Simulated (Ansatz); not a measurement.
Consider Si in the diamond structure (space group Fd-3m, No. 227; a = 5.444 Å).

Calculations: r2SCAN (Ansatz, an electronic-structure program, PAW, scalar-relativistic without spin-orbit coupling).

Perturbation: every Si is replaced by Sn, then cell and atoms are relaxed.

Measured lattice parameter a: Si 5.421 Å (static lattice; corrected from measurement; as listed in Daniel Mejia-Rodriguez, S. B. Trickey, Phys. Rev. B (2018)); Sn 6.477 Å (static lattice; corrected from measurement; as listed in Daniel Mejia-Rodriguez, S. B. Trickey, Phys. Rev. B (2018)).

Problem. How well does r2SCAN reproduce the measured shift?

Solution. With r2SCAN the lattice parameter a moves by +1.122 Å (5.444 → 6.567) against +1.056 Å measured.

No phonon test of stability was made.
